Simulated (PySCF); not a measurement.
C₃H₇, SMILES C[CH]C, multiplicity 2. Geometry optimised at PBE0-D3(BJ)/def2-TZVP. The isomer is the one that the SMILES or the coordinates give; other isomers of the formula were not compared.

Computed equilibrium geometry at PBE0-D3(BJ)/def2-TZVP (PySCF confirms it by a frequency run) as bond lengths and angles, and its point group:
point group Cs.
Atoms: C1 C2 C3 H4 H5 H6 H7 H8 H9 H10. Bonded distances (Å): C1–C2 1.481, C1–H4 1.092, C1–H5 1.096, C1–H6 1.102, C2–C3 1.481, C2–H7 1.084, C3–H8 1.092, C3–H9 1.102, C3–H10 1.096. Angles (°): C2–C1–H4 112.2, C2–C1–H5 111.4, C2–C1–H6 111.9, H4–C1–H5 108.1, H4–C1–H6 107.0, H5–C1–H6 105.9, C1–C2–C3 120.7, C1–C2–H7 119.0, C3–C2–H7 119.0, C2–C3–H8 112.2, C2–C3–H9 111.9, C2–C3–H10 111.4, H8–C3–H9 107.0, H8–C3–H10 108.1, H9–C3–H10 105.9.
Charge 0, spin multiplicity 2.
